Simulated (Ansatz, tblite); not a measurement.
Removing an electron: [SiH3]- (SiH3⁻). Total charge -1; singlet. Geometry: PBE0-D4/def2-TZVPD. Ansatz, gas phase; energy differences of separate SCF runs; the oxidised species was run as a doublet alone.

```xyz
4

Si   -0.228    0.492    0.302
H     0.658    0.630   -0.957
H    -1.137   -0.589   -0.325
H     0.708   -0.534    0.979
```

The xTB rows come from tblite. Correlated methods freeze 5 core orbitals.

```
               level  −HOMO (eV)  vertical IE (eV)  −LUMO (eV)  HOMO–LUMO gap (eV)                       remarks
            GFN2-xTB        1.38              4.82       -2.37                3.75                             –
      HF/def2-TZVPPD           –              0.80           –                   –                             –
r2SCAN-D4/def2-TZVPD       -0.99              1.73       -4.88                3.89  HOMO above zero (-1 singlet)
     MP2/def2-TZVPPD           –              1.72           –                   –                             –
```

**Question.** Estimate the rows for PBE-D4/def2-TZVPD, PBE0-D4/def2-TZVPD, CCSD/def2-TZVPPD, CCSD(T)/def2-TZVPPD.

**Answer.** 
```csv
level,−HOMO (eV),vertical IE (eV),−LUMO (eV),HOMO–LUMO gap (eV),remarks
PBE-D4/def2-TZVPD,-1.14,1.85,-4.21,3.07,HOMO above zero (-1 singlet)
PBE0-D4/def2-TZVPD,-0.23,1.82,-4.71,4.47,HOMO above zero (-1 singlet)
CCSD/def2-TZVPPD,–,1.77,–,–,–
CCSD(T)/def2-TZVPPD,–,1.83,–,–,–
```

  A HOMO above zero means that the electron is unbound at that level or that self-interaction error raises the level; the energy of removing that electron tells which. Raw xTB energy differences between charge states are shifted by several eV; the methods need an empirical correction for them.
